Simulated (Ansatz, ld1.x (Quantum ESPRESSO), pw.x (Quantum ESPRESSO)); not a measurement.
**From atom to crystal: ultrasoft potential for arsenic (As)**

```
Element                 : As (Z = 33)
Generator               : ld1.x (Quantum ESPRESSO) 7.5
Type                    : ultrasoft
Functional              : LDA (PW92)
Relativity              : scalar-relativistic
Frozen core             : [Ar] 3d10
Valence charge          : 5
Reference configuration : 4s2 4p2.75 (charge +0.25)
Partial waves           : 4s (bound): rcut 1.30, rcutus 1.50 bohr; 4s channel at 3.5 Ry: rcut 1.30, rcutus 1.50 bohr; 4p (bound): rcut 1.45, rcutus 1.90 bohr; 4p channel at 0.05 Ry: rcut 1.45, rcutus 1.90 bohr; 4d channel at 0.68 Ry: rcut 1.25, rcutus 1.70 bohr
Local potential         : all-electron potential smoothed inside 1.35 bohr (lloc = -1)
Core correction         : a·sin(br)/r model core, default radius (core density twice the valence density)
Augmentation charge     : PSQ, inside the norm-conserving radii
```

Crystal test: bcc As in pw.x 7.5, no spin, 14³ k-points, Fermi–Dirac smearing 0.01 Ry, cutoffs 40/400 Ry. The reference is all-electron LAPW (Ansatz 0.2.0) with the same functional, mesh and smearing; V0 and B0 come from Birch–Murnaghan fits to the pressures at five volumes. Errors are pseudo minus all-electron; Δ is the rms difference of the E(V) curves that follow from these fits, minima aligned, over ±6 % about the mean V0. Mesh and smearing are coarse, so the numbers serve the comparison and aren't converged zero-temperature values; the lattice is a test structure that the element need not adopt.

All-electron: a0 = 3.295 Å (V0 = 17.88 Å³/atom), B0 = 97.1 GPa.

Problem. How far does the potential miss the all-electron equation of state?

Solution. mean pressure error (GPa): -1.61; a0 (Å): 3.276; a0 error (%): -0.56; B0 error (%): +1.2; Δ (meV/atom): 6.4. This is a poor potential for the solid.

```json
{"V (Å³/atom)": "16.961", "P all-electron (GPa)": "5.73", "P pseudo (GPa)": "3.82"}
{"V (Å³/atom)": "17.408", "P all-electron (GPa)": "2.75", "P pseudo (GPa)": "1.01"}
{"V (Å³/atom)": "17.854", "P all-electron (GPa)": "0.14", "P pseudo (GPa)": "-1.45"}
{"V (Å³/atom)": "18.300", "P all-electron (GPa)": "-2.15", "P pseudo (GPa)": "-3.61"}
{"V (Å³/atom)": "18.747", "P all-electron (GPa)": "-4.16", "P pseudo (GPa)": "-5.50"}
```

Problem. At the middle volume, how do free energy and pressure move when the wave cutoff is lowered (ecutrho held at 400 Ry)?

Solution.

```tsv
cutoff (Ry)	shift of F (meV/atom)	shift of P (GPa)
18	+46.3	-1.59
24	+12.8	-0.00
32	+5.3	-0.14
```

Input at the middle volume:

```
&control
  calculation='scf', prefix='x', pseudo_dir='./', outdir='./tmp', tstress=.true., disk_io='none'
/
&system
  ibrav=0, nat=1, ntyp=1, ecutwfc=40, ecutrho=400, nbnd=9,
  occupations='smearing', smearing='fd', degauss=0.01
/
&electrons
  conv_thr=1e-09, mixing_beta=0.4, electron_maxstep=70
/
ATOMIC_SPECIES
As 1.0 As.UPF
CELL_PARAMETERS angstrom
  -1.64648778 1.64648778 1.64648778
  1.64648778 -1.64648778 1.64648778
  1.64648778 1.64648778 -1.64648778
ATOMIC_POSITIONS crystal
As 0.0000 0.0000 0.0000
K_POINTS automatic
14 14 14 0 0 0
```

```bash
pw.x < As.scf.in > As.scf.out
```

Lines of the output:

```
Message from routine setup:
     using ibrav=0 with symmetry is DISCOURAGED, use correct ibrav instead
     lattice parameter (alat)  =       5.3891  a.u.
     unit-cell volume          =     120.4848 (a.u.)^3
     number of electrons       =         5.00
     number of Kohn-Sham states=            9
     kinetic-energy cutoff     =      40.0000  Ry
     charge density cutoff     =     400.0000  Ry
     scf convergence threshold =      1.0E-09
     Exchange-correlation= PW
     number of k points=   104  Fermi-Dirac smearing, width (Ry)=  0.0100
     iteration #  1     ecut=    40.00 Ry     beta= 0.40
     total energy              =     -17.93836669 Ry
     estimated scf accuracy    <       0.00655953 Ry
     iteration #  2     ecut=    40.00 Ry     beta= 0.40
     total energy              =     -17.93767162 Ry
     estimated scf accuracy    <       0.00161427 Ry
     iteration #  3     ecut=    40.00 Ry     beta= 0.40
     total energy              =     -17.93785099 Ry
     estimated scf accuracy    <       0.00000874 Ry
     iteration #  4     ecut=    40.00 Ry     beta= 0.40
     total energy              =     -17.93785295 Ry
     estimated scf accuracy    <       0.00000014 Ry
     iteration #  5     ecut=    40.00 Ry     beta= 0.40
     total energy              =     -17.93785298 Ry
     estimated scf accuracy    <          8.8E-09 Ry
     iteration #  6     ecut=    40.00 Ry     beta= 0.40
     the Fermi energy is     9.4218 ev
!    total energy              =     -17.93785299 Ry
     estimated scf accuracy    <          7.5E-11 Ry
     smearing contrib. (-TS)   =      -0.00210608 Ry
     The total energy is F=E-TS. E is the sum of the following terms:
     one-electron contribution =       5.37190530 Ry
     hartree contribution      =       0.24601731 Ry
     xc contribution           =      -8.93315858 Ry
     ewald contribution        =     -14.62051093 Ry
     convergence has been achieved in   6 iterations
          total   stress  (Ry/bohr**3)                   (kbar)     P=      -14.54
     Message from routine punch:
     Nothing written, as per user request (disk_io='none')
```

The run at the middle volume (104 k-points, 6 iterations) took about 5.9 s on one core of a shared host (Intel(R) Xeon(R) 6975P-C, 192 threads, 756 GiB, load 130).
